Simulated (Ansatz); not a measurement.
A made-up structure of BNH3 (charge -1), singlet:

```xyz
5
angstrom
B -0.2257 -0.2003 -0.1044
N 0.4673 0.7053 -0.4035
H -0.3158 -0.8459 1.0608
H -0.8323 -0.4430 -1.0164
H 0.9065 0.7839 0.4635
```

It is relaxed with PBE-D4/def2-SVPD and then PBE0-D4/def2-TZVPD (Ansatz 0.2.0). Atoms count as bonded within 1.22 times the sum of their covalent radii (H–H: 0.88 Å). The end point is not checked to be a true minimum.

Does its bonding change? (Judge from chemistry; the calculation decides.)

The calculation gives: No: no bond forms or breaks.

Where it ends: The first stage lowers the energy by 2.28 eV in 6 steps. It ends as BNH₃ ([BH2][NH]), total charge -1:
| atom | x (Å) | y (Å) | z (Å) |
| --- | --- | --- | --- |
| B1 | -0.2784 | -0.2506 | -0.1214 |
| N2 | 0.5835 | 0.7942 | -0.3198 |
| H3 | -0.4033 | -0.8872 | 0.9426 |
| H4 | -1.0194 | -0.6431 | -1.0299 |
| H5 | 1.1176 | 0.9866 | 0.5285 |

Labels in which every atom is bracketed show which atoms are joined, not bond orders.

For scale, one of the runs: PBE0-D4/def2-TZVPD relaxation, 101 basis functions, launched by `ansatz run in.yaml --threads 2 --pin off --events-out ev --progress --plain --max-ram 4352MiB`. Hardware: 2 CPU threads of an AMD EPYC 7R13, shared host. Wall time about 5.5 s.
